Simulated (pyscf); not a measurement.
# 1,1-elimination: H₃C–SnH₃ (SMILES [CH3][SnH3]) -> CH₄ (SMILES C) + SnH₂ (SMILES [SnH2]) [singlet]

Gas phase, singlet surface, charge 0. Bonds broken: C1–Sn2, Sn2–H6. Bonds formed: C1–H6. Single points on ωB97X-D3(BJ)/def2-SVP structures (PySCF, gas phase). Correlated levels are frozen-core, on RHF or UHF. ΔMP2 is the change of the MP2 total energy from the triple- to the quadruple-zeta basis.

Transition state (Å):

```xyz
8

C     -0.3463     0.7894     0.3064
Sn    -0.3708    -1.6252     0.7166
H      0.3330     1.3357     0.9734
H     -1.3475     1.2394     0.3052
H      0.0603     0.7684    -0.7130
H     -0.8070    -0.2425     1.6124
H     -1.3003    -1.8661    -0.6978
H      1.2932    -1.7171     0.3357
```

One imaginary mode, 1325i cm⁻¹; descent along it reached the two sides named, in the forms told below.

```tsv
bond	change	reactant side (Å)	saddle	product side
C1–Sn2	breaks	2.143	2.449	3.1
Sn2–H6	breaks	1.711	1.704	2.7
C1–H6	forms	3.2	1.727	1.104
```

Electronic energies relative to the reactant's lowest minimum found (kJ/mol):

| level | barrier | reaction energy | reverse barrier |
|---|---|---|---|
| ωB97X-D3(BJ)/def2-TZVP | 260.6 | +68.9 | 191.7 |
| PBE/def2-TZVP | 200.5 | +40.6 | 159.9 |
| r²SCAN/def2-TZVP | 215.7 | +55.0 | 160.7 |
| B3LYP-D3(BJ)/def2-TZVP | 222.8 | +34.3 | 188.5 |
| PBE0-D3(BJ)/def2-TZVP | 228.3 | +56.1 | 172.2 |
| M06-2X/def2-TZVP | 248.7 | +49.8 | 198.9 |
| ωB97M-D3(BJ)/def2-TZVP | 244.8 | +46.0 | 198.8 |
| HF/def2-TZVP | 310.6 | +27.9 | 282.7 |
| MP2/def2-QZVPP | 227.6 | +63.0 | 164.7 |
| CCSD/def2-TZVPP | 251.0 | +52.9 | 198.1 |
| CCSD(T)/def2-TZVPP | 237.1 | +58.1 | 179.0 |
| CCSD(T)/def2-TZVPP + ΔMP2(QZVPP) | 233.2 | +58.8 | 174.4 |

With CCSD(T)/def2-TZVPP + ΔMP2(QZVPP) energies and thermal terms (ideal gas, 1 atm, RRHO with modes under 100 cm⁻¹ raised to 100, one conformer, R ln 2 for rigid chiral ones), in kJ/mol:

```json
[
 {"T (K)": "298", "ΔH‡": "227.7", "ΔG‡": "224.0", "ΔH": "+59.2", "ΔG": "+19.8"},
 {"T (K)": "600", "ΔH‡": "226.6", "ΔG‡": "220.5", "ΔH": "+55.6", "ΔG": "-19.1"},
 {"T (K)": "900", "ΔH‡": "224.7", "ΔG‡": "217.9", "ΔH": "+50.1", "ΔG": "-55.2"},
 {"T (K)": "1200", "ΔH‡": "222.5", "ΔG‡": "215.9", "ΔH": "+44.4", "ΔG": "-89.5"}
]
```

On the product side the descent ends in a complex, 17.8 kJ/mol under the separated species and 209.6 kJ/mol under the saddle at ωB97X-D3(BJ)/def2-TZVP. One saddle was located; it need not be the lowest between these sides. The CCSD(T) − MP2 part came from Ansatz, without density fitting, on the same reference. The frozen core leaves the outer d or s,p core shells of the metals and heavy elements correlated in the MP2 and CC values, and def2-TZVPP describes them poorly, which can shift differences by a few kcal/mol. Elements past Kr carry the def2 core potentials, without spin-orbit coupling.
